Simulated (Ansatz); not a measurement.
# AlH (SMILES [AlH]) at 5 levels

Aim: a comparison of 5 runs (BHLYP/def2-TZVPPD, r2SCAN/def2-TZVPPD, BCCD(T)/def2-TZVPPD, CCSDT(Q)/def2-TZVPPD, CCSD/def2-TZVPPD) of AlH. 

Program for the calculation: Ansatz 0.2.0.

33 further runs of the same task are left out: 33 set aside as unsound or not needed.

## Step 1: The structure to begin with

AlH: 2 atoms, total charge 0, spin state singlet. As SMILES, `[AlH]`. The Al1–H2 distance was set to 2.497 Å, away from the relaxed value.

## Step 2: The energy at BHLYP/def2-TZVPPD (run 1)

Input file job.yaml:

```yaml
crystal:
  periodic: [false, false, false]
  atoms:
    - {symbol: Al, position_ang: [-0.000000, 0.000000, -0.857990]}
    - {symbol: H, position_ang: [0.000000, -0.000000, 1.639110]}
basis:
  gaussian:
    orbitals: def2-TZVPPD.json
hamiltonian:
  xc: {name: BHLYP}
accuracy: high
output: {orbitals: {seedname: orbitals}}
```

The basis set def2-TZVPPD is read from a file made from the Basis Set Exchange's data (not shown).

Launch:

```console
$ ansatz run job.yaml --threads 1 --pin off --max-ram 3480MiB --events-out events.jsonl --progress --plain --runs-dir runs
```

What it wrote:

```text
Warning: RAYON_NUM_THREADS=1 ignored (pool sized by the plan → 1); use --threads N
Functional definition: BHLYP
  name "BHLYP"
  parameter a = 0.5
  exchange = (1 - a)*b88_x + a*exact_x
  correlation = lyp_c
787 factors; integrals over basis functions are off by at most 3.6e-9 eV
mean field evaluation 1: about -6609.2381 eV, gradient 1.2e1 eV
mean field evaluation 2: about -6609.8548 eV, gradient 9.1e0 eV
mean field evaluation 4: about -6610.4370 eV, gradient 3.1e-1 eV
mean field evaluation 8: about -6610.4365 eV, gradient 3.9e-3 eV
mean field evaluation 16: about -6610.4365 eV, gradient 1.7e-7 eV
mean field -6610.43654331 eV, -242.9290622517 hartree, gradient 1.6e-8 eV, S^2 0.000000; 0 other end points of the search recorded, 0 dependent functions left out
reference -6610.43656239 eV, -242.9290629529 hartree; 7, 7 occupied and 58, 58 virtual orbitals, 787 factors
Total energy: -6610.43656239 eV, -242.9290629529 hartree
```

It took 1.2 s on 1 thread of Arm Neoverse V2, shared host; peak memory 0.11 GiB.

## Step 3: The energy at r2SCAN/def2-TZVPPD (run 2)

Input file input.yaml:

```yaml
crystal:
  periodic: [false, false, false]
  atoms:
    - {symbol: Al, position_ang: [-0.000000, 0.000000, -0.857990]}
    - {symbol: H, position_ang: [0.000000, -0.000000, 1.639110]}
basis:
  gaussian:
    orbitals: def2-TZVPPD.json
magnetization:
  spin_polarized: false
hamiltonian:
  xc: {name: r2SCAN}
accuracy: high
output: {orbitals: {seedname: orbitals}}
```

The basis set def2-TZVPPD is read from a file made from the Basis Set Exchange's data (not shown).

Launch:

```console
$ ansatz run input.yaml --threads 1 --pin off --max-ram 3480MiB --events-out events.jsonl --progress --plain --runs-dir runs
```

What it wrote:

```text
Warning: RAYON_NUM_THREADS=1 ignored (pool sized by the plan → 1); use --threads N
Functional definition: r2SCAN
  name "r2SCAN"
  parameter k0 = 0.174
  parameter k1 = 0.065
  parameter a1 = 4.9479
  exchange = r2scan_x(k0 = k0, k1 = k1, a1 = a1)
  correlation = r2scan_c
787 factors; integrals over basis functions are off by at most 3.6e-9 eV
mean field evaluation 1: about -6607.8682 eV, gradient 1.5e1 eV
mean field evaluation 2: about -6594.0693 eV, gradient 2.4e1 eV
mean field evaluation 4: about -6609.3872 eV, gradient 3.1e0 eV
mean field evaluation 8: about -6609.4628 eV, gradient 2.1e-1 eV
mean field evaluation 16: about -6609.4630 eV, gradient 1.0e-5 eV
mean field -6609.46302402 eV, -242.8932860777 hartree, gradient 3.1e-8 eV, S^2 0.000000; 0 other end points of the search recorded, 0 dependent functions left out
reference -6609.46302467 eV, -242.8932861016 hartree; 7, 7 occupied and 58, 58 virtual orbitals, 787 factors
Total energy: -6609.46302467 eV, -242.8932861016 hartree
```

Run time: 2.2 s. Hardware: 1 thread of Arm Neoverse V2, shared host; peak memory 0.12 GiB.

Runs 3 to 4 aren't shown in full; the table further down has their settings and results.

## Step 4: A single-point energy at CCSD/def2-TZVPPD (run 5)

Input file molecule.yaml:

```yaml
basis:
  gaussian: {orbitals: def2-TZVPPD.json}
crystal:
  periodic: [false, false, false]
  atoms:
    - symbol: Al
      position_ang: [-0.000000, 0.000000, -0.857990]
    - symbol: H
      position_ang: [0.000000, -0.000000, 1.639110]
correlation: {method: ccsd, frozen_orbitals: {Al: 5, H: 0}}
accuracy: high
scf: {omitted_lower_state_checks: [cluster_reference, increment]}
```

The basis set def2-TZVPPD is read from a file made from the Basis Set Exchange's data (not shown).

Launch:

```console
$ ansatz run molecule.yaml --threads 1 --pin off --max-ram 3480MiB --events-out events.jsonl --progress --plain --runs-dir runs
```

What it wrote, cut to the lines that bear on the results:

```text
Warning: RAYON_NUM_THREADS=1 ignored (pool sized by the plan → 1); use --threads N
Functional definition: HF
  name "HF"
[...]
787 factors; integrals over basis functions are off by at most 3.6e-9 eV
[...]
mean field -6596.09703621 eV, -242.4020950854 hartree, gradient 1.8e-8 eV, S^2 0.000000; 0 other end points of the search recorded, 0 dependent functions left out; unrestricted orbitals would lower it
5 core orbitals not correlated: weight in the atoms' cores, before any rotation towards them, 1.000 or more for the frozen orbitals, at most 0.000 for the correlated occupied ones
reference -6596.09703621 eV, -242.4020950854 hartree; 2, 2 occupied and 58, 58 virtual orbitals, 787 factors
second order -1.72222286 eV of doubles, -0.00000000 eV of singles
cycle   1  -2.09474045 eV  change   -3.7e-1 eV  update   7.6e-2
[...]
cycle  25  -2.37601038 eV  change  -5.2e-11 eV  update  2.8e-10
Total energy: -6598.47304659 eV, -242.4894118564 hartree
Checks for a lower state left out: cluster_reference, increment
```

It took 0.66 s on 1 thread of Arm Neoverse V2, shared host; peak memory 0.17 GiB.

## Step 5: Overview of the runs

```
run                 level  frozen core orbitals  energy (Eh)  wall time
  1     BHLYP/def2-TZVPPD                     –  -242.929063      1.2 s
  2    r2SCAN/def2-TZVPPD                     –  -242.893286      2.2 s
  3   BCCD(T)/def2-TZVPPD                     5  -242.491691        1 s
  4  CCSDT(Q)/def2-TZVPPD                     5  -242.492503      6.3 s
  5      CCSD/def2-TZVPPD                     5  -242.489412     0.66 s
```

## Step 6: Outcome

```
                                          quantity          value
                               run 5: total energy  -242.48941 Eh
run 5: correlation energy (5 core orbitals frozen)      -87.3 mEh
                              run 5: T1 diagnostic          0.029
```

In words: Totals of different functionals can't be ranked against each other. In runs 3, 4, 5 the log says that unrestricted orbitals would lower the reference, so the values rest on an unstable closed-shell determinant (other closed-shell runs at this shape may share the fault). All runs together took 11 s, the longest 6.3 s.
